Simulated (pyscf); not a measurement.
Elementary routes open to Cl–SnH(Cl)–Cl (SMILES [Cl][SnH]([Cl])[Cl]) + H₂ (SMILES [H][H]) in the gas phase (singlet surface):
A. HCl (SMILES Cl) + Cl–SnH₂–Cl (SMILES [Cl][SnH2][Cl]) (Cl–Sn, H–H broken; Cl–H, H–Sn formed)
B. HCl (SMILES Cl) + Cl–Sn:–Cl (SMILES [Cl][Sn][Cl]) [singlet] + H₂ (SMILES [H][H]) (Cl–Sn, H–Sn, H–H broken; Cl–H, H–H formed)

PySCF, gas phase, ωB97X-D3(BJ)/def2-SVP geometries.

Question: Rank the routes by free-energy barrier at 1200 K, lowest first, for ωB97M-D3(BJ)/def2-TZVP energies (ideal gas, 1 atm, RRHO with modes under 100 cm⁻¹ raised to 100, one conformer, R ln 2 for chiral ones without a mode under 150 cm⁻¹).

Answer: A (78.3 kcal/mol), B (79.7 kcal/mol)

Route A is the fastest of these, ahead of the next by 1.4 kcal/mol. The most stable products are those of B (ΔG = -32.3 kcal/mol), whose barrier is 1.4 kcal/mol higher: the kinetic and the thermodynamic product differ. At 298 K A is still the fastest. A: On the product side the descent ends in a complex (not fully relaxed), 5.1 kcal/mol under the separated species and 32.6 kcal/mol under the saddle at ωB97X-D3(BJ)/def2-TZVP. B: On the product side the descent ends in a bound adduct (not fully relaxed), 9.1 kcal/mol under the separated species and 43.3 kcal/mol under the saddle at ωB97X-D3(BJ)/def2-TZVP. Only these routes are compared; each barrier is that of the saddle found, and lower ones may exist. Elements past Kr carry the def2 core potentials, without spin-orbit coupling.
